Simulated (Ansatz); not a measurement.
Saddle point of CH₅OS, doublet (CH₃O ([CH3][O]) + H₂S → CH₄O ([CH3][OH]) + HS; bonds formed: H1–O3; bonds broken: H1–S2), PBE0-D4/def2-TZVP structure:

```
8
angstrom
H 0.6895 -0.5452 -0.8068
S 1.9267 0.0878 -1.1842
O -0.3329 -0.8296 0.0768
C -1.0516 0.2802 0.4617
H 2.6305 -0.6593 -0.3199
H -1.3042 0.9467 -0.3709
H -0.5640 0.8376 1.2705
H -1.9941 -0.1181 0.8728
```

Energies are electronic, without zero-point energy. Barriers and step energies count from the start structure reached by relaxing down the imaginary mode; all methods use the PBE0-D4 structures, on which another method's saddle can fall below an end. Program: Ansatz 0.2.0. Basis: def2-TZVPP, with def2-QZVPP for the basis limit. Cores are frozen in the correlated methods; orbitals are unrestricted. B3LYP uses VWN-RPA correlation. Extrapolation: Hartree–Fock as exp(−7.88 √X), correlation as X^−2.97.

```tsv
method	barrier (kcal/mol)	step energy (kcal/mol)
SPW92	-8.09	-15.13
PBE-D4	-2.19	-13.23
BLYP-D4	?	-13.49
r2SCAN-D4	?	-11.99
B97M-V	4.08	-10.99
PBE0-D4	3.54	-13.40
B3LYP-D4	3.16	-13.68
r2SCAN0-D4	5.23	-12.60
BHLYP-D4	8.75	-13.38
CAM-B3LYP-D4	?	-14.80
wB97X-V	6.93	-13.60
wB97M-V	6.88	-14.26
B2PLYP	5.61	-16.21
PBE-QIDH	7.16	-16.42
RPA on PBE	5.71	-15.28
HF	18.50	-10.20
MP2	8.15	-22.58
CCSD	9.25	-17.11
CCSD(T)	7.38	-17.21
```

**Question.** Fill in the withheld barriers. (An estimate is asked for; the value comes from the calculation.)

**Answer.** Computed: r2SCAN-D4 1.09; CAM-B3LYP-D4 5.42; BLYP-D4 -1.22 kcal/mol. Each is the energy of the saddle less that of the start structure, by the same method.

For comparison, the barrier by CCSD(T) at an estimated basis limit (MP2 extrapolated from triple and quadruple zeta, plus CCSD(T) − MP2 in triple zeta) is 6.87 kcal/mol.

T1 diagnostic: at most 0.025. ⟨S²⟩ of the unrestricted Hartree–Fock references: 0.76 to 0.78 (a pure state has 0.75).

Labels in which every atom is bracketed show which atoms are joined, not bond orders.

For scale, one of the runs: CCSD(T)/def2-TZVPP, 174 basis functions (an equivalent command: `ansatz run in.yaml --threads 4`). The run took 94 s on 4 CPU threads (shared host), with 3.9 GiB of host memory at its peak.
